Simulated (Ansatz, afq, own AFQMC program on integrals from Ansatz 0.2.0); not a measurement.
# Where AFQMC and coupled cluster stand for CHN, triplet

| atom | x (Å) | y (Å) | z (Å) |
| --- | --- | --- | --- |
| N | 0.0000 | -0.1237 | 0.5266 |
| C | 0.0000 | 0.0813 | -0.7051 |
| H | 0.0000 | 0.7504 | 1.0848 |

Connectivity, by distances: NH–C.

Basis cc-pVDZ. Only valence electrons are correlated. AFQMC by an in-house program on the Cholesky factors that Ansatz 0.2.0 writes for its CCSD(T) run. ph-AFQMC/CISD is guided by a CISD state made of CCSD amplitudes; releasing the constraint for a short imaginary time cuts its bias at the price of noise, slowly where states lie close. Error bars are statistical, one sigma.

Determinant: ROHF, the one that the program's search chose, which needn't be the lowest solution. The geometry is a PBE0/def2-TZVP stationary point of this or a neighbouring charge and spin state.

No full CI on the walks' own integrals is used here; CCSDT(Q) serves as the reference and is uncertain by about the last step of the cluster series.

Cautions: lower spins were not checked; a spin-contaminated unrestricted determinant lies lower (UHF 449 meV lower, ⟨S²⟩ 2.29); raised T1 diagnostic (T1 0.048, weight of the determinant 0.86, largest double 0.12); the ph-AFQMC/CISD walk drifts between its halves (2.3 errors).

- T1 diagnostic: 0.0478
- weight of the determinant in the CISD state: 0.858
- size of the correlated space: 10 electrons in 31 orbitals

```csv
level,correlation energy (eV)
MP2,-6.8117
CCSD,-7.3888
CCSD(T),-7.6791
```

Q: Estimate where phaseless AFQMC with the Hartree–Fock trial lies against CCSD(T) on the same integrals.

A: 6.7 ± 2.4 kJ/mol above CCSD(T).

Reference: CCSDT(Q), correlation energy -7.733 eV. The released energy is read at 2.40 1/Eh (meV from the phaseless value at times in 1/Eh: -12 ± 4 at 0.24, -11 ± 5 at 0.51, -16 ± 7 at 0.99, -26 ± 5 at 1.62, -27 ± 6 at 2.40).

| level | E − E(reference) (kJ/mol) | share of correlation (%) |
| --- | --- | --- |
| CCSD(T) | 5.2 | 99.30 |
| CCSDT | 2.6 | 99.65 |
| ph-AFQMC/HF | 11.9 ± 2.4 | 98.40 |
| ph-AFQMC/CISD | 2.7 ± 0.5 | 99.64 |
| released AFQMC | 0.1 ± 0.5 | 99.99 |

A walk keeps the symmetry of its determinant, which the program's search chose and which needn't be the lowest solution, so a lower state of the same spin and another symmetry isn't excluded. Released energies are given only where the last usable release times agree within the noise; a slower fall can still hide under it.
